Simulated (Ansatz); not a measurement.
# A workflow on C2H7N (ethanamine)

We compute a series of 22 runs (HF/STO-3G, UHF/STO-3G, HF/3-21G, UHF/3-21G, HF/6-31G*, UHF/6-31G*, B3LYP/6-31G*, UB3LYP/6-31G*, and more) of C2H7N. 

The results are computed with Ansatz 0.2.0.

## (1) The molecule

The species is C2H7N (10 atoms), meant as a singlet with charge 0. SMILES: `CCN`. The coordinates come from a PBE0-D4/def2-TZVP relaxation. This is one conformer, not always the lowest. The run starts from this shape.

Bond lengths: C1–C2 1.521 Å, C2–N3 1.454 Å, C1–H4 1.094 Å, C1–H5 1.094 Å, C1–H6 1.094 Å, C2–H7 1.095 Å, C2–H8 1.095 Å, N3–H9 1.013 Å, N3–H10 1.013 Å. Some angles: C1–C2–N3 115.8°, C1–C2–H7 109.6°, C1–C2–H8 109.6°, N3–C2–H7 107.7°, N3–C2–H8 107.7°, C2–C1–H4 111.5°, C2–C1–H5 110.9°, C2–C1–H6 110.9°, C2–N3–H9 110.3°, C2–N3–H10 110.3°.

## (2) A structure relaxation at HF/STO-3G (run 1)

Contents of job.yaml:

```yaml
crystal:
  periodic: [false, false, false]
  atoms:
    - symbol: C
      position_ang: [-0.786000, 0.493000, -0.521100]
    - symbol: C
      position_ang: [0.079100, -0.652700, -0.018000]
    - symbol: N
      position_ang: [1.196800, -0.274900, 0.831400]
    - symbol: H
      position_ang: [-1.603400, 0.130900, -1.151600]
    - symbol: H
      position_ang: [-0.194800, 1.198600, -1.112400]
    - symbol: H
      position_ang: [-1.227000, 1.045500, 0.313900]
    - symbol: H
      position_ang: [0.480900, -1.211500, -0.869300]
    - symbol: H
      position_ang: [-0.539300, -1.362800, 0.540400]
    - symbol: H
      position_ang: [0.864200, 0.221000, 1.650200]
    - symbol: H
      position_ang: [1.812700, 0.361800, 0.339500]
basis:
  gaussian:
    orbitals: STO-3G
hamiltonian:
  xc: hf
relax:
  f_tol: 0.002
output: {orbitals: {seedname: orbitals}}
```

Started as:

```console
$ ansatz run job.yaml --threads 1 --pin off --max-ram 3480MiB --events-out events.jsonl --progress --plain --runs-dir runs
```

The log of the run:

```text
Warning: RAYON_NUM_THREADS=1 ignored (pool sized by the plan → 1); use --threads N
The last accepted step is kept in runs//last_step.txt (removed where the run ends without a failure and the disk answers)
[... 49 lines left out ...]
Total energy: -3608.66147415 eV, -132.6158631363 hartree
[... 10 lines left out ...]
Dipole moment:    -0.181024     0.268056    -0.102248 e Å
```

Run time: 2 s. Hardware: 1 thread of Arm Neoverse V2, shared host.

Steps, from the record of the run:

```tsv
step	energy from the first frame kept (eV)	largest force (eV/Å)
1	0.0000	1.5337
2	-0.0618	0.5814
3	-0.0696	0.1734
4	-0.0699	0.0755
5	-0.0700	0.0079
6	-0.0700	0.0009
```

After the run. Bond lengths: C1–C2 1.546 Å, C2–N3 1.487 Å, C1–H4 1.086 Å, C1–H5 1.086 Å, C1–H6 1.086 Å, C2–H7 1.091 Å, C2–H8 1.091 Å, N3–H9 1.034 Å, N3–H10 1.034 Å. Some angles: C1–C2–N3 114.8°, C1–C2–H7 109.4°, C1–C2–H8 109.4°, N3–C2–H7 107.8°, N3–C2–H8 107.8°, C2–C1–H4 110.3°, C2–C1–H5 110.7°, C2–C1–H6 110.7°, C2–N3–H9 107.3°, C2–N3–H10 107.3°.

## (3) Vibrational wavenumbers at HF/STO-3G (run 2)

Contents of molecule.yaml:

```yaml
crystal:
  periodic: [false, false, false]
  atoms:
    - {symbol: C, position_ang: [-0.784041, 0.502982, -0.518613]}
    - {symbol: C, position_ang: [0.078539, -0.680168, -0.021343]}
    - {symbol: N, position_ang: [1.222477, -0.295518, 0.847853]}
    - {symbol: H, position_ang: [-1.594545, 0.141613, -1.144025]}
    - {symbol: H, position_ang: [-0.185632, 1.196651, -1.102349]}
    - {symbol: H, position_ang: [-1.214522, 1.044014, 0.319235]}
    - {symbol: H, position_ang: [0.478570, -1.221813, -0.879646]}
    - {symbol: H, position_ang: [-0.548757, -1.374186, 0.539840]}
    - {symbol: H, position_ang: [0.838863, 0.246976, 1.639672]}
    - {symbol: H, position_ang: [1.792248, 0.388346, 0.322375]}
basis:
  gaussian: {orbitals: STO-3G}
hamiltonian: {xc: hf}
phonons: {temperatures: {t_min: 298.15, t_max: 298.15, t_step: 1}}
```

Started as:

```console
$ ansatz run molecule.yaml --threads 1 --pin off --max-ram 3480MiB --events-out events.jsonl --progress --plain --runs-dir runs
```

The log of the run:

```text
Warning: RAYON_NUM_THREADS=1 ignored (pool sized by the plan → 1); use --threads N
[... 326 lines left out ...]
Total energy: -3608.66148652 eV, -132.6158635912 hartree
[... 10 lines left out ...]
Dipole moment:    -0.181026     0.268055    -0.102249 e Å
Vibrations: 239.26 323.91 444.46 908.13 1051.55 1125.10 1181.17 1265.15 1364.74 1506.69 1635.25 1649.89 1736.22 1807.21 1832.36 1840.95 2028.49 3564.28 3602.38 3716.52 3747.83 3751.75 3895.28 4080.59 cm⁻¹, zero-point energy 2.994165 eV
```

Run time: 12 s. Hardware: 1 thread of Arm Neoverse V2, shared host.

Runs 3 to 21 aren't shown in full; the table further down has their settings and results.

## (4) The doublet cation: a geometry optimisation at UMP2/6-31G(d) (Cartesian functions) (run 22)

Contents of job.yaml:

```yaml
crystal:
  periodic: [false, false, false]
  atoms:
    - symbol: C
      position_ang: [-0.786439, 0.495037, -0.521206]
    - symbol: C
      position_ang: [0.077295, -0.661113, -0.020202]
    - symbol: "N"
      position_ang: [1.205064, -0.282466, 0.836649]
    - symbol: H
      position_ang: [-1.606624, 0.138740, -1.153049]
    - symbol: H
      position_ang: [-0.187518, 1.197918, -1.109408]
    - symbol: H
      position_ang: [-1.221857, 1.044503, 0.319763]
    - symbol: H
      position_ang: [0.484804, -1.216436, -0.871413]
    - symbol: H
      position_ang: [-0.539555, -1.368370, 0.543970]
    - symbol: H
      position_ang: [0.854107, 0.230094, 1.645144]
    - symbol: H
      position_ang: [1.803924, 0.370993, 0.332752]
basis:
  gaussian:
    orbitals: "6-31G*"
total_charge: 1
magnetization:
  spin_polarized: true
  initial_magnetization: 1
correlation:
  method: mp2
relax: {}
```

Started as:

```console
$ ansatz run job.yaml --threads 1 --pin off --max-ram 3480MiB --events-out events.jsonl --progress --plain --runs-dir runs
```

The log of the run:

```text
Warning: RAYON_NUM_THREADS=1 ignored (pool sized by the plan → 1); use --threads N
[... 1 set-up line as earlier in the session ...]
[... 11 lines left out ...]
3 core orbitals not correlated: weight in the atoms' cores, before any rotation towards them, 1.000 or more for the frozen orbitals, at most 0.000 for the correlated occupied ones
[... 25 lines left out ...]
3 core orbitals not correlated: weight in the atoms' cores, before any rotation towards them, 1.000 or more for the frozen orbitals, at most 0.000 for the correlated occupied ones
[... 24 lines left out ...]
3 core orbitals not correlated: weight in the atoms' cores, before any rotation towards them, 1.000 or more for the frozen orbitals, at most 0.000 for the correlated occupied ones
[... 22 lines left out ...]
Dipole moment:     0.555158    -0.012458     0.400450 e Å
Checks for a lower state left out: cluster_reference
```

Run time: 9.9 s. Hardware: 1 thread of Arm Neoverse V2, shared host; peak memory 0.14 GiB.

Step by step:

```tsv
step	energy from the first frame kept (eV)	largest force (eV/Å)
1	0.0000	4.3912
2	-0.6135	1.4312
3	-0.7165	0.9170
4	-0.7485	0.4512
5	-0.7557	0.1531
6	-0.7559	0.0705
7	-0.7563	0.0135
```

After the run. Bond lengths: C1–C2 1.560 Å, C2–N3 1.431 Å, C1–H4 1.092 Å, C1–H5 1.090 Å, C1–H6 1.090 Å, C2–H7 1.091 Å, C2–H8 1.091 Å, N3–H9 1.025 Å, N3–H10 1.025 Å. Some angles: C1–C2–N3 108.4°, C1–C2–H7 110.1°, C1–C2–H8 110.1°, N3–C2–H7 108.5°, N3–C2–H8 108.5°, C2–C1–H4 106.0°, C2–C1–H5 111.2°, C2–C1–H6 111.2°, C2–N3–H9 121.8°, C2–N3–H10 121.8°.

## (5) The series

```tsv
run	level	task	walk f tol	partner	energy (Eh)	dipole moment (D)	wall time
1	HF/STO-3G	optimise	0.002	base	-132.615863	1.63	2 s
2	HF/STO-3G	frequencies	–	base	-132.615864	1.63	12 s
3	UHF/STO-3G	energy	–	cation	-132.371315	–	0.1 s
4	UHF/STO-3G	optimise	–	cation	-132.406536	–	2.4 s
5	HF/3-21G	optimise	0.002	base	-133.504129	1.39	2.4 s
6	HF/3-21G	frequencies	–	base	-133.504129	1.39	12 s
7	UHF/3-21G	energy	–	cation	-133.224954	–	0.16 s
8	UHF/3-21G	optimise	–	cation	-133.243530	–	2.8 s
9	HF/6-31G* (Cartesian functions)	optimise	0.002	base	-134.247608	1.49	4.2 s
10	HF/6-31G* (Cartesian functions)	frequencies	–	base	-134.247608	1.49	29 s
11	UHF/6-31G* (Cartesian functions)	energy	–	cation	-133.949300	–	0.38 s
12	UHF/6-31G* (Cartesian functions)	optimise	–	cation	-133.975272	–	5.4 s
13	B3LYP/6-31G* (Cartesian functions)	optimise	0.002	base	-135.170727	1.44	10 s
14	B3LYP/6-31G* (Cartesian functions)	frequencies	–	base	-135.170727	1.44	37 s
15	UB3LYP/6-31G* (Cartesian functions)	energy	–	cation	-134.830973	–	2.1 s
16	UB3LYP/6-31G* (Cartesian functions)	optimise	–	cation	-134.857697	–	20 s
17	PBE/def2-SVP	optimise	0.002	base	-134.883527	1.25	12 s
18	PBE/def2-SVP	frequencies	–	base	-134.883527	1.25	58 s
19	MP2/6-31G* (Cartesian functions)	optimise	0.002	base	-134.675529	1.54	5.4 s
20	MP2/6-31G* (Cartesian functions)	frequencies	–	base	-134.675529	1.54	48 s
21	UMP2/6-31G* (Cartesian functions)	energy	–	cation	-134.337271	–	0.46 s
22	UMP2/6-31G* (Cartesian functions)	optimise	–	cation	-134.365067	–	9.9 s
```

## (6) Results

| quantity | value |
| --- | --- |
| doublet cation, run 22: total energy at the end | -134.36507 Eh |
| doublet cation, run 22: correlation energy (3 core orbitals frozen) | -391.4 mEh |
| doublet cation, run 22: ⟨S²⟩ of the reference determinant | 0.764 |
| vertical ionisation energy (to the doublet cation), HF/STO-3G | 6.655 eV |
| vertical ionisation energy (to the doublet cation), HF/3-21G | 7.597 eV |
| vertical ionisation energy (to the doublet cation), HF/6-31G* | 8.117 eV |
| adiabatic ionisation energy (to the doublet cation, no zero-point term), HF/STO-3G | 5.696 eV |
| adiabatic ionisation energy (to the doublet cation, no zero-point term), HF/3-21G | 7.091 eV |
| adiabatic ionisation energy (to the doublet cation, no zero-point term), HF/6-31G* | 7.411 eV |
| adiabatic ionisation energy (to the doublet cation, no zero-point term), B3LYP/6-31G* | 8.518 eV |
| adiabatic ionisation energy (to the doublet cation, no zero-point term), MP2/6-31G* | 8.448 eV |

At HF/STO-3G: the vertical ionisation energy comes to 6.65 eV (153 kcal/mol). In a minimal basis such a difference can be off by several eV, whatever the method. At HF/3-21G: the vertical ionisation energy comes to 7.60 eV (733 kJ/mol). At HF/6-31G*: the vertical ionisation energy comes to 8.12 eV (187 kcal/mol). At HF/STO-3G: the adiabatic ionisation energy (to the doublet cation, no zero-point term) is 5.70 eV (131 kcal/mol). At HF/3-21G: the adiabatic ionisation energy (to the doublet cation, no zero-point term) is 7.09 eV (684 kJ/mol). Totals of different functionals can't be ranked against each other. In runs 1, 2, 3, 4 the basis is minimal, so the values are rough. All runs together took 4.6 min, the longest 58 s.
